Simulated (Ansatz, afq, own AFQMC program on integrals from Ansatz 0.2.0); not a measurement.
## HBrO, triplet: AFQMC among the cluster methods

```xyz
3

Br    0.0000    0.0000   -1.5087
H     0.0000    0.0000    0.2593
O     0.0000    0.0000    1.2493
```

Connectivity, by distances: Br ··· O, 1 bridging H.

Basis cc-pVTZ. Noble-gas cores (and the filled d shells of Ga–Kr and In–Xe) are frozen. Integrals, coupled cluster, full CI and functionals: Ansatz 0.2.0; the random walks run on the same integrals in our own AFQMC program. The CISD trial takes its coefficients from CCSD amplitudes. Released means that phaseless walkers are propagated on without the constraint, phases kept. ± is one standard error of the sampling. No spin–orbit coupling.

Determinant: UHF, the one that the program's search chose, which needn't be the lowest solution. The geometry is a point of a scan.

No full CI on the walks' own integrals is used here; CCSDT(Q) serves as the reference and is uncertain by about the last step of the cluster series.

Cautions: no relativity below Rb; no spin-orbit coupling; inner d shell frozen; lower spins were not checked.

```
T1 diagnostic                               : 0.0130
weight of the determinant in the CISD state : 0.884
⟨S²⟩ of the determinant                     : 2.028
size of the correlated space                : 14 electrons in 72 orbitals
```

Reference: CCSDT(Q), correlation energy -10.625 eV. The released energy is read at 1.62 1/Eh, later times being too noisy (meV from the phaseless value at times in 1/Eh: -9 ± 4 at 0.24, -15 ± 5 at 0.51, -18 ± 5 at 0.99, -9 ± 6 at 1.62, -24 ± 8 at 2.40).

```
         level  E − E(reference) (mEh)  share of correlation (%)
            HF                  390.45                      0.00
           MP2                   45.63                     88.31
          CCSD                   13.06                     96.66
       CCSD(T)                    1.47                     99.62
         CCSDT                    0.45                     99.89
 ph-AFQMC/CISD             0.83 ± 0.15                     99.79
released AFQMC             0.50 ± 0.20                     99.87
```

A walk keeps the symmetry of its determinant, which the program's search chose and which needn't be the lowest solution, so a lower state of the same spin and another symmetry isn't excluded. Released energies are given only where the last usable release times agree within the noise; a slower fall can still hide under it.
